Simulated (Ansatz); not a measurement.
# C4H6F2: a ladder of functionals and wavefunction methods

An exercise on one series of results from a longer session: the logs are not shown, and one member is left open.

Program: Ansatz 0.2.0, Gaussian basis. Level of theory: functionals in def2-TZVPP, the program's frozen cores in correlated methods. These are calculated values, not measurements.

Levels to be run: PBE-D4, r2SCAN-D4, PBE0-D4, B3LYP-D4, ωB97X-V, ωB97M-V, B2PLYP; CCSD(T)/def2-TZVPP; MP2/def2-QZVPP; extrapolation to the limit.

### The geometry

An earlier PBE0-D4 in a triple-zeta def2 set relaxation fixed the geometry.

SMILES `F[C@H]1C[C@@H](F)C1`, 12 atoms, charge 0, spin multiplicity 1.

Atoms are counted from 1 here; the program's logs count them from 0.

Bond lengths: F1–C2 1.374 Å, C2–C3 1.530 Å, C2–C6 1.530 Å, C2–H7 1.093 Å, C3–C4 1.530 Å, C3–H8 1.089 Å, C3–H9 1.092 Å, C4–F5 1.374 Å, C4–C6 1.530 Å, C4–H10 1.093 Å, C6–H11 1.089 Å, C6–H12 1.092 Å. Angles: F1–C2–C3 116.1°, F1–C2–C6 116.1°, F1–C2–H7 107.5°, C3–C2–C6 89.5°, C3–C2–H7 113.6°, C6–C2–H7 113.6°, C2–C3–C4 87.2°, C2–C3–H8 119.4°, C2–C3–H9 109.3°, C4–C3–H8 119.4°, C4–C3–H9 109.3°, H8–C3–H9 110.2°, C3–C4–F5 116.1°, C3–C4–C6 89.5°, C3–C4–H10 113.6°, F5–C4–C6 116.1°, F5–C4–H10 107.5°, C6–C4–H10 113.6° and more.

Geometry (Å):

```xyz
12

F    -2.0306    0.9300    0.3180
C    -0.9535    0.3919   -0.3436
C     0.4120    0.9970   -0.0108
C     0.9623   -0.4308   -0.0107
F     1.8501   -0.7365    0.9922
C    -0.4609   -0.9651    0.1639
H    -1.1866    0.4006   -1.4110
H     0.8462    1.7368   -0.6818
H     0.3981    1.3785    1.0122
H     1.4246   -0.7207   -0.9573
H    -0.7591   -1.8718   -0.3606
H    -0.6846   -1.0551    1.2288
```

The first run:

The input, in.yaml:

```yaml
crystal:
  periodic: [false, false, false]
  atoms:
    - {symbol: F, position_ang: [-2.030642, 0.929991, 0.318024]}
    - {symbol: C, position_ang: [-0.953513, 0.391884, -0.343560]}
    - {symbol: C, position_ang: [0.412023, 0.997030, -0.010817]}
    - {symbol: C, position_ang: [0.962335, -0.430823, -0.010730]}
    - {symbol: F, position_ang: [1.850100, -0.736483, 0.992223]}
    - {symbol: C, position_ang: [-0.460918, -0.965130, 0.163861]}
    - {symbol: H, position_ang: [-1.186627, 0.400563, -1.410956]}
    - {symbol: H, position_ang: [0.846240, 1.736756, -0.681793]}
    - {symbol: H, position_ang: [0.398126, 1.378525, 1.012210]}
    - {symbol: H, position_ang: [1.424577, -0.720746, -0.957317]}
    - {symbol: H, position_ang: [-0.759133, -1.871753, -0.360593]}
    - {symbol: H, position_ang: [-0.684569, -1.055115, 1.228848]}
basis:
  gaussian: {orbitals: def2-TZVPP}
hamiltonian: {xc: pbe, dispersion: d4}
output: {forces: true, orbitals: {seedname: orbitals}}
```

Steps of the session up to this table: PBE-D4 (GGA); r2SCAN-D4 (meta-GGA); PBE0-D4 (hybrid); B3LYP-D4 (hybrid); ωB97X-V (range-separated); ωB97M-V (range-separated); B2PLYP (double hybrid); CCSD(T) in def2-TZVPP; MP2 in def2-QZVPP.

One table of the session follows, with a row left open; its other results are not shown here.

It belongs to the step «Atomisation energies». 

```
            method  atomisation energy (kcal/mol)
            PBE-D4                         1210.3
         r2SCAN-D4                         1177.7
           PBE0-D4                         1185.7
          B3LYP-D4                         1170.0
           ωB97X-V                              ?
           ωB97M-V                         1177.8
            B2PLYP                         1160.7
     HF/def2-TZVPP                          855.9
    MP2/def2-TZVPP                         1170.8
   CCSD/def2-TZVPP                         1126.0
CCSD(T)/def2-TZVPP                         1144.1
           MP2/CBS                         1198.4
       CCSD(T)/CBS                         1171.6
```

Q: Estimate the row for ωB97X-V from the others.

As computed: atomisation energy (kcal/mol): 1177.5. In the column «atomisation energy (kcal/mol)» it lies between CCSD(T)/CBS (1171.6) and r2SCAN-D4 (1177.7).

Caveats from the session: Free atoms (2 F, 4 C, 6 H) were run apart at each level; the atomisation energy is their sum less the molecule, without zero-point or spin-orbit terms.
